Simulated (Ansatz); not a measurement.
A made-up structure of CH5SSi (charge +1), singlet:

C1  (-0.816, 1.053, -1.033)
Si2  (-0.019, 0.568, 0.373)
S3  (0.587, -1.572, 0.144)
H4  (-0.971, 0.381, -1.870)
H5  (-1.202, 2.061, -1.147)
H6  (0.385, 1.120, 1.673)
H7  (1.880, -1.520, 0.543)
H8  (-0.460, 0.200, -1.553)
(Å)

It is relaxed with PBE-D4/def2-SVP and then PBE0-D4/def2-TZVP (Ansatz 0.2.0). Atoms count as bonded within 1.22 times the sum of their covalent radii (H–H: 0.88 Å). The end point is not checked to be a true minimum.

(1) Does its bonding change? (A judgement: the text doesn't fix the answer.)

Results:

(1) The calculation gives: Yes. Formed: none; broken: H4–H8.

Where it ends: The first stage lowers the energy by 5.75 eV in 18 steps. It ends as CH₅SSi ([CH3][SiH][SH]), total charge +1:
| atom | x (Å) | y (Å) | z (Å) |
| --- | --- | --- | --- |
| C1 | -0.7856 | 0.9285 | -1.2244 |
| Si2 | 0.2816 | 0.2742 | 0.0920 |
| S3 | 0.5253 | -1.7349 | 0.3237 |
| H4 | -1.2443 | 0.1361 | -1.8173 |
| H5 | -1.5667 | 1.5524 | -0.7738 |
| H6 | 1.0019 | 1.1557 | 1.0283 |
| H7 | 1.3608 | -1.5994 | 1.3766 |
| H8 | -0.1897 | 1.5790 | -1.8759 |

Labels in which every atom is bracketed show which atoms are joined, not bond orders.

For scale, one of the runs: PBE0-D4/def2-TZVP relaxation, 135 basis functions, launched by `ansatz run in.yaml --threads 2 --pin off --events-out ev --progress --plain --max-ram 4352MiB`. Hardware: 2 CPU threads of an Arm Neoverse V1, shared host. Wall time about 13 s.
